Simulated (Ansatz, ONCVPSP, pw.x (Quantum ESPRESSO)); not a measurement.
**What a changed setting does to a pw.x run (bcc Re)**

Potential: optimised norm-conserving Vanderbilt (ONCV), ONCVPSP 4.0.1.1 (patched build), PBEsol; core [Kr] 4d10 4f14, reference 5s2 5p6 5d5 6s1.75 6p0.25; waves: 5s+6s: rc 1.68 bohr, ncon 4, nbas 7, qcut 8.6 1/bohr, 2 projectors; 5p+6p: rc 1.75 bohr, ncon 4, nbas 7, qcut 9.5 1/bohr, 3 projectors, debl 3.9 Ha; 5d: rc 1.50 bohr, ncon 4, nbas 9, qcut 6.3 1/bohr, local; local part: the d channel; core correction: none.

The reference run (k-mesh 15³, cutoffs 75/300 Ry, Fermi–Dirac 0.01 Ry, mixing_beta 0.4, conv_thr 1e-9, no spin) gives -2.56 GPa at 14.678 Å³/atom, where all-electron LAPW gives 0.85 GPa. This run, with its own iteration cap, changes diagonalization to paro.

```
&control
  calculation='scf', prefix='x', pseudo_dir='./', outdir='./tmp', tstress=.true., disk_io='none'
/
&system
  ibrav=0, nat=1, ntyp=1, ecutwfc=75, ecutrho=300, nbnd=15,
  occupations='smearing', smearing='fd', degauss=0.01
/
&electrons
  conv_thr=1e-09, mixing_beta=0.4, electron_maxstep=60, diagonalization='paro'
/
ATOMIC_SPECIES
Re 1.0 Re.UPF
CELL_PARAMETERS angstrom
  -1.54241875 1.54241875 1.54241875
  1.54241875 -1.54241875 1.54241875
  1.54241875 1.54241875 -1.54241875
ATOMIC_POSITIONS crystal
Re 0.0000 0.0000 0.0000
K_POINTS automatic
15 15 15 0 0 0
```

```bash
pw.x < Re.scf.in > Re.scf.out
```

Q: How does the run end?

A: It converges in 7 iterations; the free energy moves by +0.0 meV/atom and the pressure by +0.00 GPa. The result is that of the reference run.

```
Message from routine setup:
     using ibrav=0 with symmetry is DISCOURAGED, use correct ibrav instead
     lattice parameter (alat)  =       5.0485  a.u.
     unit-cell volume          =      99.0521 (a.u.)^3
     number of electrons       =        15.00
     number of Kohn-Sham states=           15
     kinetic-energy cutoff     =      75.0000  Ry
     charge density cutoff     =     300.0000  Ry
     scf convergence threshold =      1.0E-09
     Exchange-correlation= PBESOL
     number of k points=   120  Fermi-Dirac smearing, width (Ry)=  0.0100
     iteration #  1     ecut=    75.00 Ry     beta= 0.40
     total energy              =    -159.24249712 Ry
     estimated scf accuracy    <       0.05154608 Ry
     iteration #  2     ecut=    75.00 Ry     beta= 0.40
     total energy              =    -159.24424860 Ry
     estimated scf accuracy    <       0.00638929 Ry
     iteration #  3     ecut=    75.00 Ry     beta= 0.40
     total energy              =    -159.24495199 Ry
     estimated scf accuracy    <       0.00042267 Ry
     iteration #  4     ecut=    75.00 Ry     beta= 0.40
     total energy              =    -159.24496291 Ry
     estimated scf accuracy    <       0.00000185 Ry
     iteration #  5     ecut=    75.00 Ry     beta= 0.40
     total energy              =    -159.24496351 Ry
     estimated scf accuracy    <       0.00000030 Ry
     iteration #  6     ecut=    75.00 Ry     beta= 0.40
     total energy              =    -159.24496357 Ry
     estimated scf accuracy    <          2.1E-09 Ry
     iteration #  7     ecut=    75.00 Ry     beta= 0.40
     the Fermi energy is    24.9624 ev
!    total energy              =    -159.24496357 Ry
     estimated scf accuracy    <          2.6E-10 Ry
     smearing contrib. (-TS)   =      -0.00504862 Ry
     The total energy is F=E-TS. E is the sum of the following terms:
     one-electron contribution =     -20.58831545 Ry
     hartree contribution      =      18.84650554 Ry
     xc contribution           =     -17.03532004 Ry
     ewald contribution        =    -140.46278499 Ry
     convergence has been achieved in   7 iterations
          total   stress  (Ry/bohr**3)                   (kbar)     P=      -25.59
     Message from routine punch:
     Nothing written, as per user request (disk_io='none')
```

The run took about 57 s on one core of a shared host (Neoverse-N1, 64 threads, 124 GiB, load 53).
